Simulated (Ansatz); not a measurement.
Relaxation of C2HNO (5 atoms, charge 0, multiplicity 1), to a largest force component of 0.02 eV/Å in at most 40 steps.

These are results of Ansatz, RHF/6-31G*, not measurements.

```xyz
5
Properties=species:S:1:pos:R:3:forces:R:3
N 0.134 1.215 0.492 0.20 12.29 0.34
C 0.039 0.112 0.215 -0.77 -3.78 -0.76
C -0.033 -1.056 -0.066 0.33 -7.31 -1.71
O 0.028 -2.190 -0.332 -0.40 -0.08 -0.02
H -0.119 1.845 -0.351 0.65 -1.12 2.15
```

Where does it end, and by what steps?

It converged. After 16 steps the energy has fallen by 1.058 eV; C2 moved furthest, 0.49 Å. The start is strongly strained (largest force component 12 eV/Å).

| step | energy less start (eV) | largest force component (eV/Å) | accepted |
| --- | --- | --- | --- |
| 0 | 0.0000 | 12.291 | yes |
| 1 | -0.8424 | 0.711 | yes |
| 2 | -0.8587 | 0.488 | yes |
| 3 | -0.8718 | 0.161 | yes |
| 4 | -0.8786 | 0.208 | yes |
| 5 | -0.8817 | 2.427 | yes |
| 6 | -0.9573 | 1.236 | yes |
| 7 | -1.0067 | 1.017 | yes |
| 8 | -1.0370 | 1.346 | yes |
| 9 | -1.0438 | 0.673 | yes |
| 10 | -1.0505 | 0.751 | yes |
| 11 | -1.0565 | 0.191 | yes |
| 12 | -1.0560 | 0.173 | no |
| 13 | -1.0573 | 0.220 | yes |
| 14 | -1.0580 | 0.092 | yes |
| 15 | -1.0582 | 0.027 | yes |
| 16 | -1.0582 | 0.006 | yes |

```xyz
5
Properties=species:S:1:pos:R:3
N 0.083 1.186 0.457
C -0.049 0.185 -0.264
C 0.051 -1.184 0.061
O 0.017 -2.285 -0.210
H -0.052 2.025 -0.086
```

Whether the end is a true minimum wasn't checked by a vibrational analysis.

The run took 15 s on 1 thread of Arm Neoverse V1 (shared host), peak memory 0.12 GiB.
